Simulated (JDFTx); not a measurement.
System: hydrazine, N2H4 (SMILES NN), charge 0, multiplicity 1; geometry: optimised with GFN2-xTB in vacuum (one conformer, no frequencies checked; largest PBE force component 0.3 eV/Å). Coordinates in Å:
```
N    -0.68   -0.21    0.36
N     0.68    0.21    0.36
H    -1.26    0.60    0.53
H    -0.97   -0.63   -0.53
H     1.26   -0.60    0.53
H     0.97    0.63   -0.53
```

All numbers are PBE, GBRV ultrasoft potentials, plane waves to 20/100 Ha results from JDFTx (a modified build), not measurements. Liquid: CANDLE, water, 2 M NaF. The liquid run sits in a periodic box with 4.5 Å from the outermost atoms to the faces; the vacuum run is isolated. The box matters at about 0.01 eV. The solvation energy is E(in liquid) − E(vacuum) at fixed geometry, with no thermal, conformational or standard-state terms added.

The values are those of the intact species: the continuum can't coordinate to it or react with it. This is the neutral, unprotonated base.

```
Quantity                                                                            Value
-------------------------------------------------------------  --------------------------
solvation energy                                                                 -0.35 eV
part: cavitation term of the fluid                                                0.29 eV
part: dispersion term of the fluid                                               -0.29 eV
part: electrostatic term of the fluid                                            -0.48 eV
part: distortion of the solute's electrons                                        0.12 eV
dipole moment in vacuum                                                            1.98 D
dipole moment in the liquid                                                        2.94 D
highest occupied level in vacuum (zero: vacuum level)                            -5.54 eV
highest occupied level in the liquid (zero: bulk electrolyte)                    -5.71 eV
volume of the model's cavity                                                     140.5 Å³
rough cost, vacuum and liquid run                              50 s and 70 s of core time
```
